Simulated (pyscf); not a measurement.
Thermochemistry of product channels of SH• (SMILES [SH]) + CH₄ (SMILES C) on the doublet surface, in kJ/mol, from ωB97M-D3(BJ)/def2-TZVP energies (ideal gas, 1 atm, RRHO with modes under 100 cm⁻¹ raised to 100, one conformer, R ln 2 for rigid chiral ones). Single points on ωB97X-D3(BJ)/def2-SVP structures (PySCF, gas phase).

| products | ΔE | ΔH(298 K) | ΔG(900 K) | ΔG(1200 K) |
|---|---|---|---|---|
| •H₂C–SH (SMILES [CH2]S) + H₂ (SMILES [H][H]) | +109.2 | +87.6 | +62.4 | +49.9 |
| H₃C–S• (SMILES C[S]) + H₂ (SMILES [H][H]) | +66.3 | +53.6 | +47.4 | +42.8 |

These are energies of the channels, which say nothing of barriers. Left out: orbital degeneracy and the spin-orbit lowering of SH. The orbital near-degeneracy of the XH₃O or XH₃S radical is left out.
